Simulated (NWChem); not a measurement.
**quartet C2HO: levels of theory compared**

We compute a comparison of 6 runs (U-r2SCAN/cc-pVTZ, U-revPBE/cc-pVTZ, UBLYP/cc-pVTZ, UPBE/cc-pVTZ, USVWN5/cc-pVTZ, UTPSS/cc-pVTZ) of quartet C2HO. 

The results are computed with NWChem 7.3.0.

## Step 1: The structure to begin with

The species is C2HO (4 atoms), meant as a quartet with charge 0. SMILES of the parent species: `C#C[O]`. The coordinates come from a PBE0-D4/def2-TZVP relaxation. That shape belongs to the parent species and isn't relaxed for this state.

Bond lengths: C1–C2 1.288 Å, C2–O3 1.167 Å, C1–H4 1.072 Å. Angles: C1–C2–O3 170.9°, C2–C1–H4 137.7°.

## Step 2: The energy at U-r2SCAN/cc-pVTZ (run 1)

File c2ho.nw:

```
START c2ho
memory stack 880 mb heap 220 mb global 1100 mb
GEOMETRY units au noautosym nocenter noautoz
   C     -1.06297095     0.41082646    -0.78952757
   C      0.64685325    -0.74946538     0.49586414
   O      2.01973928    -2.09098196     1.58132282
   H     -1.49874179     2.31585937    -1.32583185
END
BASIS spherical bse
   * library cc-pVTZ
END
DFT
   xc r2scan
   mult 4
   grid fine
   convergence energy 1e-08
   iterations 100
   mulliken
END
TASK dft
```

Run with:

```sh
$ nwchem c2ho.nw > c2ho.out
```

The log of the run:

```text
[...]
          Wavefunction type:  spin polarized.
          No. of atoms     :     4
          No. of electrons :    21
[...]
          Charge           :     0
          Spin multiplicity:     4
[...]
          AO basis - number of functions:   104
[...]
              XC Information
              --------------
                      r^2SCAN Method XC Functional
               r^2SCAN metaGGA Exchange Functional  1.000
                     r^2SCAN Correlation Potential  1.000
[...]
 d= 0,ls=0.0,diis     1   -151.6444358444 -2.04D+02  1.60D-02  1.83D-01     2.8
[...]
 d= 0,ls=0.0,diis    13   -151.7389358439 -2.28D-10  7.87D-08  1.76D-11    31.6
[...]
         Total DFT energy =     -151.738935843851
      One electron energy =     -309.409342024765
           Coulomb energy =      124.771638985723
    Exchange-Corr. energy =      -19.705542418829
 Nuclear repulsion energy =       52.604309614020
[...]
      Total Density - Mulliken Population Analysis
     ---------------------------------------------
    Atom       Charge   Shell Charges
 -----------   ------   -------------------------------------------------------
    1 C    6     6.02   1.97  0.19  0.82  0.39  0.81  1.34  0.45  0.02  0.03  0.00
    2 C    6     5.96   1.96  0.19  0.76  0.21  0.91  1.37  0.43  0.04  0.09  0.02
    3 O    8     8.10   1.95  0.26  1.02  0.54  1.27  2.03  0.99  0.00  0.03  0.00
    4 H    1     0.91   0.27  0.49  0.13  0.01  0.01  0.00
[...]
      <S2> =      3.7648 (Exact =     3.7500)
[...]
```

Wall time 32 s (1 thread of Intel Xeon Platinum 8375C at 2.90GHz (Ice Lake), shared host); peak memory 0.12 GiB.

## Step 3: The energy at U-revPBE/cc-pVTZ (run 2)

File test.nw:

```
start test
memory 2200 mb
geometry units angstrom noautosym nocenter noautoz
 C       -0.562500       0.217400      -0.417800
 C        0.342300      -0.396600       0.262400
 O        1.068800      -1.106500       0.836800
 H       -0.793100       1.225500      -0.701600
end
basis spherical bse
 * library cc-pVTZ
end
dft
 xc revpbe cpbe96
 mult 4
 grid fine
 convergence energy 1e-08
 iterations 100
 mulliken
 print medium
end
task dft
```

Run with:

```sh
$ nwchem test.nw > test.out
```

The log of the run:

```text
[...]
          Wavefunction type:  spin polarized.
          No. of atoms     :     4
          No. of electrons :    21
[...]
          Charge           :     0
          Spin multiplicity:     4
[...]
          AO basis - number of functions:   104
[...]
              XC Information
              --------------
                        RevPBE Exchange Functional  1.000
            Perdew 1991 LDA Correlation Functional  1.000 local
           PerdewBurkeErnz. Correlation Functional  1.000 non-local
[...]
 d= 0,ls=0.0,diis     1   -151.6794529159 -2.04D+02  1.61D-02  2.09D-01     3.2
[...]
 d= 0,ls=0.0,diis    13   -151.7773273605 -5.00D-09  1.02D-07  2.94D-11    39.4
[...]
         Total DFT energy =     -151.777327360451
      One electron energy =     -309.385601013381
           Coulomb energy =      124.734087118602
    Exchange-Corr. energy =      -19.730126884486
 Nuclear repulsion energy =       52.604313418813
[...]
      Total Density - Mulliken Population Analysis
     ---------------------------------------------
    Atom       Charge   Shell Charges
 -----------   ------   -------------------------------------------------------
    1 C    6     6.03   1.97  0.20  0.81  0.37  0.81  1.34  0.47  0.02  0.03  0.00
    2 C    6     5.99   1.97  0.19  0.74  0.21  0.92  1.36  0.46  0.03  0.09  0.02
    3 O    8     8.06   1.95  0.26  1.01  0.51  1.28  2.02  1.00  0.00  0.03  0.00
    4 H    1     0.91   0.28  0.47  0.14  0.01  0.01  0.00
[...]
      <S2> =      3.7565 (Exact =     3.7500)
[...]
```

It took 40 s on 1 thread of Intel Xeon Platinum 8375C at 2.90GHz (Ice Lake), shared host; peak memory 0.12 GiB.

Runs 3 to 5 aren't shown in full; the table further down has their settings and results.

## Step 4: A single-point energy at UTPSS/cc-pVTZ (run 6)

File sp.nw:

```
start sp
title "C2HO"
memory stack 880 mb heap 220 mb global 1100 mb
geometry noautosym nocenter noautoz
 C    -0.562500    0.217400   -0.417800
 C     0.342300   -0.396600    0.262400
 O     1.068800   -1.106500    0.836800
 H    -0.793100    1.225500   -0.701600
end
basis "ao basis" spherical bse
 * library cc-pVTZ
end
dft
 xc xtpss03 ctpss03
 mult 4
 grid fine
 convergence energy 1e-08
 maxiter 100
 mulliken
 noprint "final vectors analysis"
end
task dft energy
```

Run with:

```sh
$ nwchem sp.nw > sp.out
```

The log of the run:

```text
[...]
          Wavefunction type:  spin polarized.
          No. of atoms     :     4
          No. of electrons :    21
[...]
          Charge           :     0
          Spin multiplicity:     4
[...]
          AO basis - number of functions:   104
[...]
              XC Information
              --------------
                  TPSS metaGGA Exchange Functional  1.000
             TPSS03 metaGGA Correlation Functional  1.000
[...]
 d= 0,ls=0.0,diis     1   -151.7467676294 -2.04D+02  1.69D-02  1.91D-01     4.6
[...]
 d= 0,ls=0.0,diis    13   -151.8426525881 -1.85D-09  1.45D-07  4.72D-11    37.2
[...]
         Total DFT energy =     -151.842652588065
      One electron energy =     -309.457482212111
           Coulomb energy =      124.824990155806
    Exchange-Corr. energy =      -19.814473950574
 Nuclear repulsion energy =       52.604313418813
[...]
      Total Density - Mulliken Population Analysis
     ---------------------------------------------
    Atom       Charge   Shell Charges
 -----------   ------   -------------------------------------------------------
    1 C    6     6.03   1.96  0.19  0.83  0.38  0.81  1.34  0.46  0.02  0.03  0.00
    2 C    6     5.96   1.96  0.19  0.76  0.20  0.92  1.35  0.43  0.04  0.09  0.02
    3 O    8     8.09   1.95  0.26  1.02  0.53  1.28  2.01  1.00  0.01  0.03  0.00
    4 H    1     0.91   0.27  0.49  0.13  0.01  0.01  0.00
[...]
      <S2> =      3.7581 (Exact =     3.7500)
[...]
```

It took 38 s on 1 thread of Intel Xeon Platinum 8375C at 2.90GHz (Ice Lake), shared host; peak memory 0.12 GiB.

## Step 5: The series

```
run             level  energy (Eh)  dipole moment (D)  HOMO energy (eV)   ⟨S²⟩  wall time
  1  U-r2SCAN/cc-pVTZ  -151.738936               1.45             -1.76  3.765       32 s
  2  U-revPBE/cc-pVTZ  -151.777327               1.21             -1.44  3.756       40 s
  3     UBLYP/cc-pVTZ  -151.785323               1.20             -1.38  3.756       39 s
  4      UPBE/cc-pVTZ  -151.639959               1.23             -1.48  3.756       38 s
  5    USVWN5/cc-pVTZ  -150.563776               1.29             -1.52  3.754       38 s
  6     UTPSS/cc-pVTZ  -151.842653               1.37                 –  3.758       38 s
```

## Step 6: Results

```
            quantity          value
 run 6: total energy  -151.84265 Eh
run 6: dipole moment         1.37 D
         run 6: ⟨S²⟩          3.758
```

The dipole moment (its size) runs from 1.20 D (UBLYP/cc-pVTZ) to 1.45 D (U-r2SCAN/cc-pVTZ). Totals of different functionals can't be ranked against each other. All runs together took 3.8 min, the longest 40 s.
